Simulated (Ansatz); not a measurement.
Al₂N⁺, relaxed as a singlet with RKS PBE0-D4/def2-TZVP in Ansatz, starting from the GFN2-xTB geometry. Force threshold 0.02 eV/Å.

The restricted singlet is unstable: a solution with broken spin symmetry lies lower. At PBE0-D4/def2-TZVP a triplet of charge 1 lies 0.32 eV below the restricted singlet, each at its own geometry. The structure comes from a short search, and lower isomers may exist.

Start:

Cartesian coordinates in Å:
```
Al -1.1584 1.2146 0.4227
Al 1.1580 -1.2147 -0.4241
N 0.0004 0.0000 0.0014
```

(1) Estimate the energy that the relaxation releases and the steps that it takes.

(2) Does the start keep its bonding and symmetry?

(3) Predict the relaxed structure.

Answers

(1) 0.6 kcal/mol, in 3 steps; 4.5 s on 4 threads of Intel Xeon on a shared host. No frequencies were taken in this run, so the end may be a saddle point.

(2) By distances, no bond broke or formed. The bond that changes most is Al2–N3, from 1.73 to 1.70 Å (atoms count from 1). Point group D∞h at the start, D∞h at the end, both within 0.05 Å.

(3) 
```
atom    x (Å)    y (Å)    z (Å)
 Al1  -1.1379   1.1932   0.4154
 Al2   1.1375  -1.1931  -0.4164
  N3   0.0004   0.0000   0.0010
```
Bond lengths (bridged metal pairs left out): 2 × Al–N 1.70 Å.
